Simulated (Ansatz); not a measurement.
Results of LDA (Ansatz, an electronic-structure program, PAW) for 2H WS2.

Numerical settings: plane-wave cutoff 520 eV, 12×12×4 k mesh (along the axes of the cell as run), no spin polarisation, scalar-relativistic PAW data made under PBE.

Cell (measured lattice):

```yaml
crystal:
  lattice:
    - [3.15300, 0.00000, 0.00000]
    - [-1.57650, 2.73058, 0.00000]
    - [0.00000, 0.00000, 12.32300]
  atoms:
    - { symbol: W, position: [0.66667, 0.33333, 0.75000] }
    - { symbol: W, position: [0.33333, 0.66667, 0.25000] }
    - { symbol: S, position: [0.66667, 0.33333, 0.12393] }
    - { symbol: S, position: [0.33333, 0.66667, 0.62393] }
    - { symbol: S, position: [0.33333, 0.66667, 0.87607] }
    - { symbol: S, position: [0.66667, 0.33333, 0.37607] }
```

### Question
Predict the Voigt–Reuss–Hill bulk modulus, elastic constant C44, polycrystal shear modulus (Hill average), Poisson ratio, elastic constant C13, elastic constant C11, elastic constant C12, elastic constant C33 and elastic constant C66.

### Answer

- Voigt–Reuss–Hill bulk modulus: 50.2 GPa
- elastic constant C44: 15.9 GPa
- polycrystal shear modulus (Hill average): 41.1 GPa
- Poisson ratio: 0.179
- elastic constant C13: 5.30 GPa
- elastic constant C11: 243 GPa
- elastic constant C12: 51.8 GPa
- elastic constant C33: 33.6 GPa
- elastic constant C66: 95.5 GPa

Measured, for comparison: elastic constant C33 60 ± 5 GPa (temperature not stated, no zero-point or thermal correction; as tabulated in Björkman et al. (2012), arXiv:1206.3542). Computed (rounded) less measured: elastic constant C33 -44 %.

Note: the cell isn't this level's own, so it is under some stress, which shifts stiffness and frequencies.

Elastic constants are with the ions relaxed.

Spin–orbit coupling is not included.

Cost on a shared machine: roughly 16 core-minutes.
